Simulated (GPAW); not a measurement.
**SiO (SMILES O=[Si]): DELTA-SCF[LDA (PW92)]/real-space grid (scalar-relativistic datasets, core atom 0, core shell 1s, ionised yes)**

Wanted: a core binding energy of SiO. The job is set up through an ASE script.

The calculation is run with GPAW 26.7.0.

12 further runs of the same task are left out: 4 that didn't finish, 8 set aside as unsound or not needed.

### 1 Starting point

SiO has 2 atoms, charge 0, and is taken as a singlet. As SMILES, `O=[Si]`. The shape is that of a PBE0-D4/def2-TZVP optimisation.

Bond lengths: O1–Si2 1.509 Å.

### 2 A core binding energy at DELTA-SCF[LDA (PW92)]/real-space grid (scalar-relativistic datasets, core atom 0, core shell 1s, ionised yes)

The input, OSi.sdf:

```

     RDKit          3D

  2  1  0  0  0  0  0  0  0  0999 V2000
   -0.6407    0.2315   -0.3240 O   0  0  0  0  0  0  0  0  0  0  0  0
    0.6407   -0.2315    0.3240 Si  0  0  0  0  0  3  0  0  0  0  0  0
  2  1  3  0
M  CHG  2   1   1   2  -1
M  END
$$$$
```

The input, OSi.py:

```python
from ase.io import read
from gpaw import GPAW, setup_paths
from gpaw.atom.configurations import parameters
from gpaw.atom.generator import Generator

atoms = read('OSi.sdf')
atoms.center(vacuum=4.5)

dft = GPAW(mode='fd',
           h=0.2,
           xc='LDA',
           maxiter=150,
           symmetry='off',
           legacy_gpaw=True,
           txt='-')
atoms.calc = dft
e0 = atoms.get_potential_energy() + dft.get_reference_energy()

Generator('O', xcname='LDA', scalarrel=True, corehole=(1, 0, 1.0), nofiles=True, txt=None).run(name='ch1s', **parameters['O'])
setup_paths.insert(0, '.')
dft = GPAW(mode='fd',
           maxiter=150,
           h=0.2,
           symmetry='off',
           xc='LDA',
           legacy_gpaw=True,
           spinpol=True,
           setups={0: 'ch1s'},
           txt='-')
atoms.calc = dft
e1 = atoms.get_potential_energy() + dft.get_reference_energy()
be = e1 - e0
print(f'O 1s binding energy     {be:.2f} eV')
```

Launch:

```
$ python OSi.py
```

The log of the run:

```text
[...]
    cutoffs:
[...]
  Total Charge: 0.000000
[...]
Number of atoms: 2
[...]
Number of bands in calculation: 8
Number of valence electrons: 10
[...]
iter:   1 hh:mm:ss   -15.245606
[...]
Converged after 21 iterations.
Dipole moment: (0.542006, -0.196774, 0.274969) |e|*Ang
[...]
Fermi level: -5.24983
[...]
iter:  21 hh:mm:ss   -30.618287c  -7.63c -6.04c   +0.0000
Converged after 21 iterations.
[...]
Total magnetic moment: (0.000000, 0.000000, 0.000000)
Local magnetic moments:
   0 O  ( 0.000000,  0.000000, -0.166249)
   1 Si ( 0.000000,  0.000000,  0.051338)
Energy contributions relative to reference atoms: (reference = -9335.954526)
Kinetic:        +25.557626
Potential:      -32.349432
External:        +0.000000
XC:             -24.790307
Entropy (-ST):   +0.000000
Local:           +0.963826
SIC:             +0.000000
--------------------------
Free energy:    -30.618287
Extrapolated:   -30.618287
Spin contamination: 1.178075 electrons
                   Up                     Down
 Band  Eigenvalues  Occupancy  Eigenvalues  Occupancy
    0    -34.55494    1.00000    -36.22560    1.00000
    1    -20.94217    1.00000    -22.08035    1.00000
    2    -19.15869    1.00000    -20.44074    1.00000
    3    -19.15586    1.00000    -20.43792    1.00000
    4    -16.56446    1.00000    -16.80173    1.00000
    5    -10.88692    0.00000    -10.97981    0.00000
    6    -10.88647    0.00000    -10.97943    0.00000
    7     -7.28945    0.00000     -7.41449    0.00000
Fermi level: -13.77214
Gap: 5.585 eV
Transition (v -> c):
  (s=0, k=0, n=4, [0.00, 0.00, 0.00]) -> (s=1, k=0, n=5, [0.00, 0.00, 0.00])
No difference between direct/indirect transitions
O 1s binding energy     532.25 eV
```

Run time: 20 s. Hardware: 1 thread of Intel Xeon 6975P-C (Granite Rapids), shared host; peak memory 0.37 GiB.

### 3 Results

At DELTA-SCF[LDA (PW92)]/real-space grid (scalar-relativistic datasets, core atom 0, core shell 1s, ionised yes):

```
           quantity      value
core binding energy  532.25 eV
```
